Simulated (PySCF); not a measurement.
# C4H7F: the cost of one run

Programs: PySCF 2.14.0, with density-fitted response routines of our own. Each step states its level of theory. These are calculated values for one molecule in the gas phase, unless marked as measured. Atoms count from 0, in the outputs and in this text.

### Step 1. Starting geometry

12 atoms, charge 0, multiplicity 1; geometry from: GFN2-xTB. The atoms were then displaced at random by about 0.01 Å, so the start is not that level's minimum.

Bonds of the start (Å): C0–C1 1.52, C1–C2 1.33, C2–C3 1.46, C2–F4 1.35, C0–H5 1.09, C0–H6 1.07, C0–H7 1.08, C1–H8 1.09, C3–H9 1.11, C3–H10 1.11, C3–H11 1.07.

### Step 2. Geometry optimisation at PBE0-D3(BJ)/def2-SVP

Job settings and geometry (Å):

```
{"job": {"xc": "PBE0", "basis": "def2-SVP", "d3": "d3bj", "grid": 1, "shake": 0.01, "kind": "geom"}, "charge": 0, "multiplicity": 1}
C      1.564970    -0.414310    -0.464820
C      0.617580     0.759390    -0.260160
C     -0.653450     0.702850     0.141400
C     -1.456960    -0.456320     0.505520
F     -1.312150     1.876740     0.270540
H      1.881660    -0.398830    -1.506030
H      1.079680    -1.340970    -0.245310
H      2.438460    -0.274060     0.161100
H      1.037710     1.746190    -0.443690
H     -2.371660    -0.479270    -0.125240
H     -1.841920    -0.358170     1.547110
H     -0.944230    -1.391500     0.410560
```

Command:

```bash
> OMP_NUM_THREADS=1 python probes_run.py task.json out
```

One launch serves the whole session: the jobs run in the order shown.

Q: Estimate the wall time and peak memory of this first job on 1 thread of Arm Neoverse N1, shared host.

About 59 s, with a peak of 0.43 GiB.
